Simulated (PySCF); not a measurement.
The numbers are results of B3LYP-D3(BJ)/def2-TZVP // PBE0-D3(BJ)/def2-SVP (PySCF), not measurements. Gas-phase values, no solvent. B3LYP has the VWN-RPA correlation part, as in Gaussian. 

Reference species (SMILES): `N` (neutral, multiplicity 1).

```json
{
 "HOMO–LUMO gap": "8.03 eV",
 "HOMO": "-7.44 eV",
 "dipole_moment": "1.78 D"
}
```

Changed species: `CO` (free base CH3OH; the reference has free base NH3).

What does the change do to the HOMO–LUMO gap, HOMO and dipole moment?

the HOMO–LUMO gap goes up by 0.30 eV, to 8.33 eV; the HOMO falls by 0.21 eV, to -7.65 eV; the dipole moment falls by 0.13 D, to 1.65 D.
